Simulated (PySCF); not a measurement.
**Relaxation of triplet Al₂H₂**

These are results of UPBE0 in PySCF with Al def2-TZVP, H def2-TZVP; no relativity; density-fitted integrals, not measurements. A (50,194) grid was used.

A hand-made trans-bent X-M-M-X start, of C2h symmetry, held to at least that symmetry:

Coordinates in bohr (charge 0 multiplicity 3):
```
Al    0.0000    0.0000    2.3811
Al    0.0000    0.0000   -2.3811
H     2.3886    0.0000    4.1725
H    -2.3886    0.0000   -4.1725
```

What does it relax to?

It ends at C2h with Al–Al 2.381 Å, Al–H 1.587 Å (×2); Al–Al–H 148.7° (×2). A frequency run shows a minimum. Other isomers or separated fragments may lie lower.

How much energy is released, and in how many steps?

22.8 kJ/mol in 5 steps.

At this level a singlet minimum of D2h symmetry lies 67 kJ/mol below this structure.
